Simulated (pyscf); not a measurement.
Elementary routes open to GeH₂ (SMILES [GeH2]) [singlet] + HCl (SMILES Cl) in the gas phase (singlet surface):
A. Cl–GeH: (SMILES [Cl][GeH]) [singlet] + H₂ (SMILES [H][H]) (Ge–H, Cl–H broken; Cl–Ge, H–H formed)
B. Cl–GeH₃ (SMILES [Cl][GeH3]) (Cl–H broken; Cl–Ge, Ge–H formed)

Structures and frequencies: ωB97X-D3(BJ)/def2-SVP in PySCF.

**Question.** Rank the routes by free-energy barrier at 298 K, lowest first, for ωB97M-D3(BJ)/def2-TZVP energies (ideal gas, 1 atm, RRHO with modes under 100 cm⁻¹ raised to 100, one conformer, R ln 2 for chiral ones without a mode under 150 cm⁻¹).

**Answer.** A (7.7 kcal/mol), B (13.7 kcal/mol)

Route A is the fastest of these, ahead of the next by 6.0 kcal/mol. The most stable products are those of B (ΔG = -41.8 kcal/mol), whose barrier is 6.0 kcal/mol higher: the kinetic and the thermodynamic product differ. At 1200 K A is still the fastest. A: On the reactant side the descent ends in a bound adduct, 9.3 kcal/mol under the separated species and 6.1 kcal/mol under the saddle at ωB97X-D3(BJ)/def2-TZVP. B: On the reactant side the descent ends in a bound adduct, 9.1 kcal/mol under the separated species and 10.9 kcal/mol under the saddle at ωB97X-D3(BJ)/def2-TZVP. Only these routes are compared; each barrier is that of the saddle found, and lower ones may exist. Elements up to Kr have no core potential and no relativistic terms here.
